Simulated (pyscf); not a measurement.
Optimised with ωB97X-D3(BJ)/def2-SVP in PySCF.

SMILES: [NbH2]([Cl])([Cl])[Cl]
```xyz
6

Cl     2.3503    -0.2682    -0.8374
Nb     0.1739     0.2702    -0.3870
Cl    -0.6035     2.2042    -1.2224
Cl    -0.8849    -1.6686    -0.9648
H     -0.7244     0.0514     1.0472
H      0.8608     0.6849     1.1166
```

### Question
How much does it cost (ΔH, 298 K, ωB97M-D3(BJ)/def2-TZVP) to split Cl–NbH₂(Cl)–Cl (SMILES [Cl][NbH2]([Cl])[Cl]) at its H–Nb bond into [Cl–NbH(Cl)–Cl]• + H•?

### Answer
H–Nb to [Cl–NbH(Cl)–Cl]• + H•: 2.12 eV. The 7 functionals that were run give +2.00 (M06-2X) to +2.29 eV (PBE). The radicals are drawn with the spin at the cut bond; how far it spreads was not checked. Open-shell species with a d-block atom are single-reference here; other states, and whether the spin sits on metal or ligand, were not checked. Elements past Kr carry the def2 core potentials, without spin-orbit coupling.
